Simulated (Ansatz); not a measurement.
A short molecular-dynamics run on `CC(C)C#N`.

```yaml
crystal:
  periodic: [false, false, false]
  atoms:
    - {symbol: C, position_ang: [-1.260061, -0.398064, 0.280271]}
    - {symbol: C, position_ang: [0.052176, 0.382843, 0.238232]}
    - {symbol: C, position_ang: [1.257457, -0.524916, -0.000141]}
    - {symbol: C, position_ang: [-0.009297, 1.423762, -0.784230]}
    - {symbol: N, position_ang: [-0.059548, 2.232103, -1.600525]}
    - {symbol: H, position_ang: [-2.109405, 0.260989, 0.463608]}
    - {symbol: H, position_ang: [-1.428053, -0.917734, -0.664992]}
    - {symbol: H, position_ang: [-1.218304, -1.141328, 1.078732]}
    - {symbol: H, position_ang: [0.184849, 0.900030, 1.195361]}
    - {symbol: H, position_ang: [2.187443, 0.044508, -0.015196]}
    - {symbol: H, position_ang: [1.161336, -1.048374, -0.953320]}
    - {symbol: H, position_ang: [1.318507, -1.269016, 0.796298]}
basis:
  gaussian: {orbitals: def2-SVP}
hamiltonian: {xc: {name: revPBE}}
md: {timestep: 0.5 fs, n_steps: 30, ensemble: nvt_langevin, temperature: 700, initial_velocities: maxwell_boltzmann, friction: 0.01, seed: 965}
```

```sh
$ ansatz run in.yaml --threads 4 --pin off --events-out ev --progress --plain --max-ram 10444MiB
```

| step | time (fs) | potential energy (eV) | kinetic (eV) | T (K) | conserved (eV) |
| --- | --- | --- | --- | --- | --- |
| 0 | 0.0 | -5745.9719 | 0.9953 | 642 | – |
| 1 | 0.5 | -5745.9947 | 1.0559 | 681 | – |
| 2 | 1.0 | -5745.9832 | 1.0190 | 657 | – |
| 3 | 1.5 | -5745.9398 | 0.9737 | 628 | – |
| 4 | 2.0 | -5745.8688 | 0.8765 | 565 | – |
| 5 | 2.5 | -5745.7787 | 0.7763 | 500 | – |
| 6 | 3.0 | -5745.6822 | 0.6856 | 442 | – |
| 7 | 3.5 | -5745.5887 | 0.5576 | 359 | – |
| 8 | 4.0 | -5745.5056 | 0.4903 | 316 | – |
| 9 | 4.5 | -5745.4427 | 0.4537 | 293 | – |
| 10 | 5.0 | -5745.4090 | 0.4122 | 266 | – |
| 11 | 5.5 | -5745.4015 | 0.4203 | 271 | – |
| 12 | 6.0 | -5745.4147 | 0.4261 | 275 | – |
| 13 | 6.5 | -5745.4412 | 0.4637 | 299 | – |
| 14 | 7.0 | -5745.4705 | 0.4919 | 317 | – |
| 15 | 7.5 | -5745.4969 | 0.5271 | 340 | – |
| 16 | 8.0 | -5745.5159 | 0.5874 | 379 | – |
| 17 | 8.5 | -5745.5288 | 0.6071 | 391 | – |
| 18 | 9.0 | -5745.5389 | 0.6724 | 433 | – |
| 19 | 9.5 | -5745.5456 | 0.6732 | 434 | – |
| 20 | 10.0 | -5745.5521 | 0.6548 | 422 | – |
| 21 | 10.5 | -5745.5605 | 0.6828 | 440 | – |
| 22 | 11.0 | -5745.5675 | 0.6884 | 444 | – |
| 23 | 11.5 | -5745.5710 | 0.6910 | 445 | – |
| 24 | 12.0 | -5745.5699 | 0.6955 | 448 | – |
| 25 | 12.5 | -5745.5660 | 0.6867 | 443 | – |
| 26 | 13.0 | -5745.5624 | 0.7067 | 456 | – |
| 27 | 13.5 | -5745.5561 | 0.7254 | 468 | – |
| 28 | 14.0 | -5745.5443 | 0.7284 | 470 | – |
| 29 | 14.5 | -5745.5258 | 0.7140 | 460 | – |
| 30 | 15.0 | -5745.5028 | 0.7227 | 466 | – |

Velocities are drawn at the set temperature; a run this short doesn't reach equilibrium.

Frames (Å, forces in eV/Å):

```xyz
12
time=0.0 fs
C    -1.260   -0.398    0.280    0.031    0.035    0.065
C     0.052    0.383    0.238   -0.022   -0.073   -0.163
C     1.257   -0.525    0.000   -0.013    0.037    0.069
C    -0.009    1.424   -0.784    0.112   -1.540    1.697
N    -0.060    2.232   -1.601   -0.131    2.084   -2.114
H    -2.109    0.261    0.464   -0.479    0.319    0.105
H    -1.428   -0.918   -0.665   -0.125   -0.290   -0.482
H    -1.218   -1.141    1.079   -0.029   -0.404    0.413
H     0.185    0.900    1.195    0.070    0.266    0.511
H     2.187    0.045   -0.015    0.519    0.269   -0.006
H     1.161   -1.048   -0.953   -0.014   -0.295   -0.495
H     1.319   -1.269    0.796    0.079   -0.409    0.401
12
time=1.0 fs
C    -1.258   -0.409    0.281   -0.365    0.369   -0.528
C     0.058    0.383    0.252   -0.399    0.082   -0.524
C     1.245   -0.525   -0.013    0.947    0.326    0.463
C    -0.015    1.415   -0.780    0.066    0.507   -0.063
N    -0.054    2.247   -1.605   -0.046    0.154   -0.236
H    -2.127    0.261    0.457    0.055   -0.127    0.066
H    -1.428   -0.932   -0.692    0.061    0.040    0.313
H    -1.177   -1.130    1.090   -0.227   -0.621    0.464
H     0.186    0.896    1.218    0.077    0.191    0.328
H     2.209    0.024   -0.025   -0.058    0.136   -0.037
H     1.164   -1.043   -0.966   -0.156   -0.433   -0.493
H     1.321   -1.232    0.816    0.043   -0.624    0.248
12
time=2.0 fs
C    -1.257   -0.421    0.281   -0.607    0.431   -0.738
C     0.062    0.384    0.265   -0.693    0.249   -0.589
C     1.233   -0.525   -0.024    1.864    0.285    0.752
C    -0.019    1.407   -0.775    0.050    2.352   -1.586
N    -0.048    2.261   -1.608   -0.013   -1.537    1.352
H    -2.143    0.258    0.450    0.469   -0.475    0.064
H    -1.429   -0.944   -0.719    0.214    0.273    0.969
H    -1.139   -1.129    1.107   -0.436   -0.549    0.197
H     0.185    0.894    1.246    0.065    0.031   -0.043
H     2.232    0.003   -0.034   -0.652    0.016   -0.069
H     1.164   -1.042   -0.986   -0.250   -0.410   -0.224
H     1.324   -1.203    0.838   -0.011   -0.665   -0.087
12
time=3.0 fs
C    -1.257   -0.433    0.282   -0.626    0.399   -0.540
C     0.065    0.386    0.276   -0.965    0.399   -0.627
C     1.222   -0.525   -0.034    2.492   -0.029    0.828
C    -0.023    1.399   -0.771    0.061    3.768   -2.688
N    -0.042    2.274   -1.610   -0.022   -2.831    2.519
H    -2.156    0.253    0.442    0.754   -0.729    0.101
H    -1.425   -0.953   -0.734    0.291    0.350    1.290
H    -1.101   -1.135    1.126   -0.671   -0.312   -0.216
H     0.181    0.893    1.272    0.068   -0.122   -0.392
H     2.249   -0.014   -0.047   -1.044   -0.038   -0.091
H     1.157   -1.049   -1.008   -0.297   -0.221    0.255
H     1.324   -1.181    0.857   -0.041   -0.633   -0.440
12
time=4.0 fs
C    -1.257   -0.443    0.282   -0.410    0.318   -0.081
C     0.067    0.386    0.287   -1.167    0.625   -0.775
C     1.214   -0.524   -0.043    2.801   -0.428    0.994
C    -0.026    1.394   -0.769    0.080    4.569   -3.223
N    -0.038    2.284   -1.611   -0.044   -3.617    3.194
H    -2.162    0.243    0.434    0.824   -0.814    0.169
H    -1.415   -0.956   -0.736    0.291    0.278    1.252
H    -1.069   -1.148    1.139   -0.888   -0.051   -0.594
H     0.178    0.895    1.295    0.072   -0.257   -0.668
H     2.255   -0.031   -0.061   -1.194   -0.008   -0.089
H     1.147   -1.055   -1.029   -0.331   -0.060    0.667
H     1.316   -1.165    0.877   -0.033   -0.555   -0.846
12
time=5.0 fs
C    -1.258   -0.452    0.283    0.074    0.316    0.287
C     0.067    0.387    0.299   -1.269    0.773   -1.108
C     1.208   -0.524   -0.052    2.693   -0.764    1.230
C    -0.028    1.394   -0.770    0.094    4.791   -3.225
N    -0.035    2.291   -1.610   -0.069   -3.915    3.402
H    -2.159    0.226    0.425    0.633   -0.720    0.269
H    -1.395   -0.956   -0.729    0.220    0.121    0.991
H    -1.044   -1.162    1.141   -1.041    0.062   -0.729
H     0.181    0.897    1.310    0.063   -0.314   -0.785
H     2.250   -0.049   -0.078   -1.063    0.113   -0.065
H     1.134   -1.066   -1.041   -0.364    0.040    0.890
H     1.301   -1.152    0.893    0.028   -0.501   -1.158
12
time=6.0 fs
C    -1.258   -0.461    0.284    0.700    0.444    0.836
C     0.066    0.389    0.309   -1.249    0.792   -1.561
C     1.206   -0.524   -0.059    2.116   -1.119    1.511
C    -0.031    1.397   -0.772    0.123    4.464   -2.737
N    -0.031    2.296   -1.606   -0.102   -3.726    3.167
H    -2.150    0.204    0.421    0.262   -0.485    0.351
H    -1.367   -0.953   -0.709    0.080   -0.196    0.352
H    -1.028   -1.171    1.137   -1.106    0.063   -0.698
H     0.185    0.895    1.319    0.063   -0.276   -0.755
H     2.235   -0.071   -0.097   -0.581    0.375   -0.015
H     1.125   -1.076   -1.042   -0.424    0.077    0.895
H     1.283   -1.152    0.897    0.117   -0.413   -1.347
12
time=7.0 fs
C    -1.257   -0.470    0.285    1.233    0.741    1.582
C     0.063    0.392    0.318   -1.175    0.694   -2.164
C     1.206   -0.523   -0.065    1.248   -1.315    1.722
C    -0.032    1.405   -0.777    0.131    3.597   -1.784
N    -0.027    2.297   -1.601   -0.119   -3.057    2.505
H    -2.143    0.176    0.423   -0.134   -0.195    0.392
H    -1.341   -0.952   -0.680   -0.050   -0.627   -0.588
H    -1.024   -1.181    1.129   -1.056   -0.011   -0.552
H     0.188    0.890    1.320    0.071   -0.136   -0.541
H     2.217   -0.092   -0.115    0.102    0.702    0.029
H     1.115   -1.084   -1.033   -0.486    0.023    0.654
H     1.262   -1.159    0.884    0.235   -0.415   -1.255
12
time=8.0 fs
C    -1.256   -0.479    0.285    1.550    1.112    2.138
C     0.059    0.397    0.326   -1.057    0.446   -2.926
C     1.205   -0.522   -0.069    0.223   -1.405    1.897
C    -0.033    1.414   -0.783    0.099    2.205   -0.387
N    -0.024    2.296   -1.593   -0.113   -1.884    1.389
H    -2.139    0.147    0.432   -0.463    0.043    0.366
H    -1.319   -0.960   -0.657   -0.144   -0.957   -1.383
H    -1.033   -1.188    1.119   -0.908   -0.163   -0.302
H     0.195    0.886    1.311    0.083    0.099   -0.094
H     2.195   -0.110   -0.133    0.944    1.061    0.059
H     1.100   -1.086   -1.018   -0.552   -0.116    0.239
H     1.242   -1.174    0.858    0.339   -0.440   -0.996
12
time=9.0 fs
C    -1.253   -0.487    0.286    1.648    1.358    2.158
C     0.053    0.402    0.332   -0.903    0.073   -3.678
C     1.205   -0.522   -0.072   -0.567   -1.236    1.921
C    -0.033    1.426   -0.790    0.046    0.344    1.377
N    -0.021    2.293   -1.584   -0.092   -0.256   -0.123
H    -2.137    0.121    0.447   -0.680    0.181    0.250
H    -1.291   -0.978   -0.645   -0.231   -0.997   -1.643
H    -1.053   -1.197    1.109   -0.683   -0.346    0.001
H     0.202    0.883    1.297    0.108    0.375    0.456
H     2.180   -0.118   -0.150    1.531    1.267    0.073
H     1.083   -1.087   -1.002   -0.599   -0.250   -0.212
H     1.228   -1.194    0.823    0.421   -0.513   -0.580
12
time=10.0 fs
C    -1.251   -0.497    0.288    1.486    1.463    1.441
C     0.046    0.406    0.335   -0.740   -0.231   -4.133
C     1.204   -0.523   -0.073   -0.651   -0.765    1.799
C    -0.032    1.439   -0.796   -0.038   -1.748    3.284
N    -0.016    2.291   -1.576   -0.050    1.602   -1.827
H    -2.142    0.096    0.458   -0.722    0.209    0.111
H    -1.268   -1.007   -0.646   -0.283   -0.692   -1.287
H    -1.078   -1.210    1.094   -0.419   -0.598    0.426
H     0.206    0.886    1.287    0.118    0.547    0.821
H     2.179   -0.114   -0.166    1.419    1.138    0.118
H     1.064   -1.090   -0.986   -0.616   -0.337   -0.659
H     1.215   -1.220    0.783    0.495   -0.588   -0.095
12
time=11.0 fs
C    -1.247   -0.506    0.291    1.204    1.249    0.426
C     0.038    0.410    0.336   -0.501   -0.344   -4.030
C     1.203   -0.525   -0.071   -0.264   -0.207    1.125
C    -0.032    1.453   -0.799   -0.131   -3.625    4.921
N    -0.013    2.291   -1.569    0.004    3.260   -3.338
H    -2.151    0.070    0.471   -0.656    0.197   -0.032
H    -1.252   -1.041   -0.657   -0.322   -0.145   -0.520
H    -1.105   -1.228    1.082   -0.180   -0.745    0.731
H     0.210    0.895    1.286    0.063    0.500    0.778
H     2.189   -0.097   -0.181    0.744    0.722    0.201
H     1.039   -1.095   -0.981   -0.513   -0.164   -0.692
H     1.207   -1.250    0.741    0.552   -0.699    0.429
12
time=12.0 fs
C    -1.242   -0.513    0.296    0.755    0.789   -0.478
C     0.030    0.413    0.335   -0.158   -0.295   -3.400
C     1.203   -0.527   -0.068    0.105    0.141    0.230
C    -0.032    1.463   -0.799   -0.227   -4.648    5.741
N    -0.011    2.293   -1.566    0.047    4.120   -4.122
H    -2.165    0.043    0.484   -0.449    0.136   -0.180
H    -1.242   -1.080   -0.674   -0.342    0.479    0.350
H    -1.131   -1.254    1.074    0.030   -0.687    0.815
H     0.212    0.910    1.294   -0.061    0.234    0.329
H     2.202   -0.071   -0.196   -0.022    0.209    0.293
H     1.009   -1.105   -0.986   -0.287    0.225   -0.354
H     1.202   -1.282    0.706    0.607   -0.702    0.775
12
time=13.0 fs
C    -1.236   -0.519    0.301    0.125    0.164   -0.772
C     0.022    0.417    0.332    0.229   -0.137   -2.411
C     1.205   -0.528   -0.064    0.333    0.326   -0.300
C    -0.031    1.471   -0.794   -0.299   -4.377    5.337
N    -0.009    2.298   -1.569    0.058    3.763   -3.786
H    -2.187    0.013    0.498   -0.048    0.018   -0.345
H    -1.233   -1.115   -0.686   -0.350    0.957    0.954
H    -1.157   -1.288    1.074    0.209   -0.293    0.555
H     0.214    0.930    1.311   -0.223   -0.173   -0.363
H     2.213   -0.041   -0.207   -0.619   -0.257    0.385
H     0.982   -1.109   -0.990   -0.076    0.518   -0.118
H     1.195   -1.317    0.678    0.661   -0.509    0.864
12
time=14.0 fs
C    -1.230   -0.526    0.306   -0.501   -0.461   -0.631
C     0.014    0.419    0.328    0.592   -0.004   -1.370
C     1.206   -0.530   -0.061    0.410    0.207   -0.483
C    -0.029    1.476   -0.784   -0.349   -3.039    3.859
N    -0.009    2.307   -1.574    0.039    2.405   -2.484
H    -2.208   -0.016    0.509    0.338   -0.064   -0.468
H    -1.229   -1.141   -0.689   -0.339    1.212    1.229
H    -1.180   -1.326    1.080    0.366    0.264    0.142
H     0.215    0.951    1.326   -0.373   -0.567   -0.974
H     2.217   -0.013   -0.220   -0.992   -0.627    0.477
H     0.957   -1.109   -0.994    0.104    0.705    0.047
H     1.192   -1.356    0.661    0.703   -0.031    0.656
12
time=15.0 fs
C    -1.225   -0.534    0.311   -1.144   -0.769   -0.293
C     0.007    0.421    0.322    0.826   -0.084   -0.559
C     1.207   -0.532   -0.057    0.307   -0.124   -0.578
C    -0.029    1.479   -0.772   -0.380   -1.247    1.869
N    -0.009    2.318   -1.581    0.011    0.652   -0.760
H    -2.229   -0.043    0.517    0.747   -0.142   -0.566
H    -1.227   -1.151   -0.683   -0.318    1.230    1.194
H    -1.203   -1.362    1.087    0.535    0.742   -0.190
H     0.213    0.972    1.329   -0.450   -0.817   -1.240
H     2.211    0.011   -0.230   -1.089   -0.846    0.534
H     0.939   -1.104   -1.001    0.258    0.848    0.236
H     1.196   -1.398    0.648    0.696    0.557    0.353
```

It took 21 s on 4 threads of an Intel Xeon Platinum 8488C on a shared host, with 0.47 GiB of host memory at the peak.
